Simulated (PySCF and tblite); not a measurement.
Results of a calculation; reference values are marked as such.
System: C3H5O (charge -1), numbered as in [CH-:1]1[CH2:2][CH2:3][O:4]1.

For the pyramidal inversion at C1: electronic barrier 26.60 kcal/mol, zero-point change -2.08 kcal/mol, thermal and entropy terms at 250 K a further 0.21 kcal/mol (symmetry numbers apart). The minimum is C1, the saddle Cs. Level: BHandHLYP/pcSseg-1 + D3(BJ), IEF-PCM methanol on PBE0-D3(BJ)/def2-SVP stationary points, with GFN2-xTB thermal terms. Rates follow Eyring's equation with the number of equivalent paths and no tunnelling. Run with tblite and PySCF.

(1) How many equivalent paths lead out of the minimum?

(2) Work out the rate at 250 K.

The ion is treated without a counter-ion.

Answers

(1) 1: the symmetry number of the minimum is 1, that of the saddle displaced along its mode 1.

(2) ΔG‡ = 24.73 kcal/mol; k_B T/h = 5.2×10¹² s⁻¹; exp(−ΔG‡/RT) = 2.4×10⁻²²; times 1 gives k = 1.2×10⁻⁹ s⁻¹.
